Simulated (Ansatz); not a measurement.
Ansatz (an electronic-structure program) input (PBE0/cc-pVTZ): A basis named .json is the Basis Set Exchange file of that set (core-valence sets with the plain set on hydrogen).

Ansatz 0.2 input:
```yaml
crystal:
  periodic: [false, false, false]
  atoms:
    - {symbol: C, position_ang: [-0.01075073, 0.64443952, -0.00020773]}
    - {symbol: C, position_ang: [1.14148505, -0.05703999, 0.00113003]}
    - {symbol: F, position_ang: [-1.11822560, -0.31777191, -0.00099264]}
    - {symbol: H, position_ang: [1.19675056, -1.15149369, 0.00151889]}
    - {symbol: H, position_ang: [2.08287389, 0.48704365, 0.00188105]}
basis:
  gaussian:
    orbitals: cc-pVTZ
    fitting: {mean_field: def2-SV_P_-JKFIT.json}
hamiltonian:
  xc: {name: PBE0}
total_charge: -1
magnetization: {spin_polarized: false}
```

Output:

```
Functional definition: PBE0
integrals: 0.02 GiB planned
263 factors; integrals over basis functions are off by at most 9.7e-1 eV
mean field: 0.26 GiB planned
mean field evaluation 1: about -4811.8837 eV, gradient 5.6e1 eV
mean field evaluation 2: about -4803.9720 eV, gradient 8.9e1 eV
mean field evaluation 4: about -4817.6505 eV, gradient 6.3e0 eV
mean field evaluation 8: about -4817.7459 eV, gradient 5.6e-2 eV
mean field -4817.74586372 eV, -177.0488949061 hartree, gradient 8.1e-5 eV, S^2 0.000000; 0 other end points of the search recorded, 0 dependent functions left out
reference -4817.74588196 eV, -177.0488955765 hartree; 12, 12 occupied and 106, 106 virtual orbitals, 263 factors
Total energy: -4817.74588196 eV, -177.0488955765 hartree
```
